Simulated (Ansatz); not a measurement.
A made-up structure of Si2H2Cl, doublet:

```csv
atom,x (Å),y (Å),z (Å)
Si1,-1.0093,0.5446,-1.4486
Si2,0.4089,-0.0355,0.2143
Cl3,2.4258,0.3233,0.1954
H4,-2.0021,-0.1095,-0.4768
H5,3.5750,0.9676,0.3776
```

It is relaxed with PBE-D4/def2-SVP and then PBE0-D4/def2-TZVP (Ansatz 0.2.0). Atoms count as bonded within 1.22 times the sum of their covalent radii (H–H: 0.88 Å). The end point is not checked to be a true minimum.

Task: Does its bonding change? (Judge from chemistry; the calculation decides.)

Result: The calculation gives: Yes. Formed: Si2–H4; broken: Si2–Cl3.

Where it ends: The first stage lowers the energy by 1.74 eV in 51 steps. It ends as a complex of Si₂H ([H]1[Si][Si]1) + HCl:
```tsv
atom	x (Å)	y (Å)	z (Å)
Si1	-0.3263	0.5613	-1.5194
Si2	-0.4483	-0.8241	0.1046
Cl3	3.1625	0.7480	0.3076
H4	-0.9401	0.7775	0.0265
H5	1.9505	0.4277	-0.0575
```

Labels in which every atom is bracketed show which atoms are joined, not bond orders.

For scale, one of the runs: PBE0-D4/def2-TZVP relaxation, 123 basis functions, launched by `ansatz run in.yaml --threads 2 --pin off --events-out ev --progress --plain --max-ram 4352MiB`. Hardware: 2 CPU threads of an Arm Neoverse V2, shared host. Wall time about 90 s.
